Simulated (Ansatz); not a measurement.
Job for Ansatz (a first-principles code): R-B97M-V/def2-TZVPPD on C2H2 (SMILES C#C) with ghost functions. Files ending in .json are basis or fitting sets from the Basis Set Exchange.

Ansatz 0.2 input:
```yaml
crystal:
  periodic: [false, false, false]
  atoms:
    - {symbol: C, position_ang: [-0.59913239, -0.07435738, -2.19272482]}
    - {symbol: H, position_ang: [-1.66113739, -0.07431438, -2.19864582]}
    - {symbol: C, position_ang: [0.61270661, -0.07445138, -2.18949582]}
    - {symbol: H, position_ang: [1.67473261, -0.07458038, -2.18969182]}
basis:
  gaussian:
    orbitals: def2-TZVPPD.json
    ghost_atoms:
      - {symbol: C, position_ang: [-0.00482439, 0.05527662, 1.58570718]}
      - {symbol: H, position_ang: [-0.00143039, 0.02154162, 0.52241018]}
      - {symbol: C, position_ang: [-0.00876139, 0.09356662, 2.79717218]}
      - {symbol: H, position_ang: [-0.01202739, 0.12694262, 3.85808418]}
hamiltonian:
  xc: {name: B97M-V}
scf: {lower_state_search: off}
```

Output:

```
WARN ansatz: RAYON_NUM_THREADS=2 ignored (pool sized by the plan → 2); use --threads N
Functional definition: B97M-V
these checks for a lower state are left out or cut short: stability, starts, cluster_reference, orbital_swaps, neighbouring_geometries, increment
integrals: 0.09 GiB planned
882 factors; their error is unknown
mean field: 0.88 GiB planned
mean field evaluation 1: about -2100.4930 eV, gradient 4.3e1 eV
mean field evaluation 2: about -2098.2189 eV, gradient 5.0e1 eV
mean field evaluation 4: about -2105.0688 eV, gradient 3.0e-1 eV
mean field evaluation 8: about -2105.0534 eV, gradient 2.0e-2 eV
mean field evaluation 16: about -2105.0534 eV, gradient 7.2e-7 eV
mean field -2105.05335572 eV, -77.3592839662 hartree, gradient 7.3e-7 eV, S^2 0.000000; 0 other end points of the search recorded, 0 dependent functions left out
reference -2105.05340628 eV, -77.3592858244 hartree; 7, 7 occupied and 209, 209 virtual orbitals, 882 factors
Total energy: -2105.05340628 eV, -77.3592858244 hartree
Checks for a lower state left out: stability, starts, cluster_reference, orbital_swaps, neighbouring_geometries, increment
```

The run converged.

Cost: very roughly 5 core-seconds.
